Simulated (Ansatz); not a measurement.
# CH3 radical: geometry and frequencies at several levels

The task here is to estimate one member of a computed series from the others.

Computed with Ansatz 0.2.0 (the levels named in each step, unless a step's input says otherwise).

## The system as given

Bond lengths: C1–H2 1.067 Å, C1–H3 1.067 Å, C1–H4 1.067 Å. Angles: H2–C1–H3 120.0°, H2–C1–H4 120.0°, H3–C1–H4 120.0°.

Coordinates:

```xyz
4

C     0.0000   -0.0001   -0.0005
H     1.0571   -0.1457    0.0280
H    -0.6542   -0.8428   -0.0328
H    -0.4030    0.9884    0.0103
```

Set-up of the first run:

Input file input.yaml:

```yaml
crystal:
  periodic: [false, false, false]
  atoms:
    - { symbol: C, position_ang: [-4.224e-05, -3.937e-05, 0.00121452] }
    - { symbol: H, position_ang: [1.06894171, -0.14733011, 0.0277838] }
    - { symbol: H, position_ang: [-0.66156862, -0.85226307, -0.0337934] }
    - { symbol: H, position_ang: [-0.40751084, 0.99947256, 0.00988508] }
magnetization:
  spin_polarized: true
  initial_magnetization: 1
basis:
  gaussian: { orbitals: def2-TZVPP }
hamiltonian:
  xc: pbe0
  dispersion: d4
phonons: {}
```

Command:

```
> ansatz run input.yaml --threads 2 --pin off --max-ram 5120MiB --backend cpu --events-out ev --progress --plain --runs-dir out
```

Among the steps run: Frequencies, PBE0-D4/def2-TZVPP; Relaxation, PBE-D4/def2-TZVPP; Frequencies, PBE-D4/def2-TZVPP; Relaxation, r2SCAN-D4/def2-TZVPP; Frequencies, r2SCAN-D4/def2-TZVPP; Relaxation, B3LYP-D4/def2-TZVPP; Frequencies, B3LYP-D4/def2-TZVPP; Relaxation, B2PLYP/def2-TZVPP; Frequencies, B2PLYP/def2-TZVPP.

One table of the session follows, with a row left open; its other results are not shown here.

It belongs to the step «Geometries side by side». 

```
               level  C1–H2 (Å)  C1–H3 (Å)  highest frequency (cm⁻¹)
  PBE0-D4/def2-TZVPP     1.0794     1.0794                      3311
   PBE-D4/def2-TZVPP     1.0863     1.0863                      3230
r2SCAN-D4/def2-TZVPP     1.0789     1.0789                      3298
 B3LYP-D4/def2-TZVPP          ?          ?                         ?
   B2PLYP/def2-TZVPP     1.0759     1.0759                      3324
```

**Question.** Estimate the row for B3LYP-D4/def2-TZVPP.

**Answer.** C1–H2 (Å): 1.0782; C1–H3 (Å): 1.0782; highest frequency (cm⁻¹): 3289. In the column «C1–H2 (Å)» it lies between B2PLYP/def2-TZVPP (1.0759) and r2SCAN-D4/def2-TZVPP (1.0789).
